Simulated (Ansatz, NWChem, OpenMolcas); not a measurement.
## How basis sets differ on PF3 (phosphorus trifluoride)

PF3 has 4 atoms, charge 0, and is taken as a singlet. SMILES: `FP(F)F`. The coordinates come from a PBE0-D4/def2-TZVP relaxation.

Each level gives the HOMO–LUMO gap (eV). The values are calculated.

```csv
level,kind,program,value (eV),CPU time
HF/ANO-R0 (sfX2C),Hartree–Fock,OpenMolcas,18.42,2.2 s
UHF/STO-3G,Hartree–Fock,OpenMolcas,?,1.5 s
HF/3-21G,Hartree–Fock,OpenMolcas,17.21,2.1 s
HF/def2-SVP,Hartree–Fock,Ansatz,16.94,0.87 s
HF/cc-pCVDZ,Hartree–Fock,Ansatz,16.81,0.91 s
HF/6-311+G**,Hartree–Fock,NWChem,14.63,13 s
HF/cc-pCVTZ,Hartree–Fock,Ansatz,16.30,5.1 s
HF/cc-pCVQZ,Hartree–Fock,Ansatz,15.87,27 s
```

Question: Estimate what the levels marked ? give.

Answer: As computed at these levels: UHF/STO-3G: 20.19 eV. The values span 14.63 to 20.19 eV. A Hartree–Fock LUMO above zero doesn't converge with the basis: it sinks as sets grow more diffuse. Orbital gaps aren't excitation energies. CPU times are rough (shared hosts, several kinds of processor): they show what a rung costs within a factor of a few.
